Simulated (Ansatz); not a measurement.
Input file:

```yaml
crystal:
  periodic: [false, false, false]
  atoms:
    - {symbol: F, position_ang: [0.000000, 0.000000, -1.752567]}
    - {symbol: Al, position_ang: [0.000000, 0.000000, -0.121767]}
    - {symbol: S, position_ang: [0.000000, 0.000000, 1.874333]}
basis:
  gaussian: {orbitals: cc-pVDZ}
total_charge: 1
magnetization: {spin_polarized: false, initial_magnetization: 1}
correlation: {method: ccsd_t, electrons: valence, diis_vectors: 1}
```

```sh
$ ansatz run in.yaml --threads 1 --pin off --events-out ev --progress --plain --max-ram 2393MiB
```

Log:

```
501 factors; integrals over basis functions are off by at most 6.7e-4 eV
mean field evaluation 1: about -20094.6791 eV, gradient 5.5e1 eV
mean field evaluation 2: about -20094.7226 eV, gradient 5.5e1 eV
mean field evaluation 4: about -20099.9472 eV, gradient 1.9e0 eV
mean field evaluation 8: about -20100.0048 eV, gradient 2.1e-1 eV
mean field evaluation 16: about -20094.6792 eV, gradient 5.5e1 eV
mean field evaluation 32: about -20100.0053 eV, gradient 2.5e-6 eV
mean field evaluation 64: about -20094.7239 eV, gradient 5.5e1 eV
mean field evaluation 96: about -20093.5198 eV, gradient 7.4e0 eV
mean field -20100.00525699 eV, -738.6615689214 hartree, gradient 1.7e-6 eV, S^2 0.750000; 3 other end points of the search recorded, 0 dependent functions left out
mean field evaluation 128: about -20100.0725 eV, gradient 4.7e-1 eV
determinant -20100.00525699 eV, -738.6615689214 hartree, with singles and doubles -20109.64319935 eV, -739.0157567705 hartree
determinant -20097.58245063 eV, -738.5725324298 hartree, with singles and doubles -20107.38777338 eV, -738.9328713949 hartree
11 core orbitals not correlated: weight in the atoms' cores, before any rotation towards them, 1.000 or more for the frozen orbitals, at most 0.000 for the correlated occupied ones
reference -20100.00525699 eV, -738.6615689214 hartree; 8, 7 occupied and 31, 32 virtual orbitals, 501 factors
second order -9.07172507 eV of doubles, -0.06557059 eV of singles
cycle   1  -9.63795078 eV  change   -8.4e-6 eV  update   7.0e-4
cycle   2  -9.63782559 eV  change    1.3e-4 eV  update   4.9e-4
cycle   3  -9.63776548 eV  change    6.0e-5 eV  update   2.5e-4
cycle   4  -9.63783894 eV  change   -7.3e-5 eV  update   1.9e-4
cycle   5  -9.63787074 eV  change   -3.2e-5 eV  update   1.1e-4
cycle   6  -9.63790231 eV  change   -3.2e-5 eV  update   8.5e-5
cycle   7  -9.63791733 eV  change   -1.5e-5 eV  update   4.6e-5
cycle   8  -9.63792078 eV  change   -3.4e-6 eV  update   3.7e-5
cycle   9  -9.63792890 eV  change   -8.1e-6 eV  update   2.2e-5
cycle  10  -9.63793325 eV  change   -4.4e-6 eV  update   1.7e-5
perturbative correction -0.21324740 eV, -0.0078366974 hartree
Total energy: -20109.85643764 eV, -739.0235931330 hartree
```

Ran on 1 thread of Arm Neoverse V1, shared host: 2.6 s wall, 0.12 GiB peak host memory.
